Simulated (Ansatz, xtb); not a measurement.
Relaxing a trial structure of C3HO+

The starting geometry of this gas-phase singlet was built from a drawn formula by distance geometry and a force field; its bonds are those of `O=C1[C+]=C1`.

```tsv
atom	x (Å)	y (Å)	z (Å)
C	-0.7167	2.2741	1.7574
C	0.2626	2.8136	2.6894
C	0.7779	2.0505	1.8010
O	-1.5984	1.4560	1.9593
H	1.0780	1.0115	1.8548
```

Q: Where would you expect an optimisation with r2SCAN-D4/def2-SVP to take it?

A: A bond breaks, leaving `[CH+]=C=C=O`. Contacts that open: C1–C3 (1.51 → 2.56 Å).

The energy falls by 4.24 eV over 13 steps:

```json
{"step": "1", "E − E(last) (eV)": "4.238"}
{"step": "2", "E − E(last) (eV)": "3.202"}
{"step": "4", "E − E(last) (eV)": "1.623"}
{"step": "5", "E − E(last) (eV)": "1.181"}
{"step": "6", "E − E(last) (eV)": "0.886"}
{"step": "8", "E − E(last) (eV)": "0.210"}
{"step": "9", "E − E(last) (eV)": "0.062"}
{"step": "10", "E − E(last) (eV)": "0.003"}
{"step": "12", "E − E(last) (eV)": "0.000"}
{"step": "13", "E − E(last) (eV)": "0.000"}
```

Final geometry (Å):

```xyz
5

C    -1.3046    2.1393    2.0511
C     0.0140    1.9122    2.0106
C     1.2208    1.7040    1.9738
O    -2.4198    2.3312    2.0853
H     2.2930    1.5190    1.9412
```

From the same start GFN2-xTB reaches the same bonding as this run.

The end wasn't checked by frequencies. Run with Ansatz 0.2.0, 25 s on 2 threads of Intel(R) Xeon(R) Processor @ 2.50GHz (Skylake/Cascade Lake), with other jobs on the host.
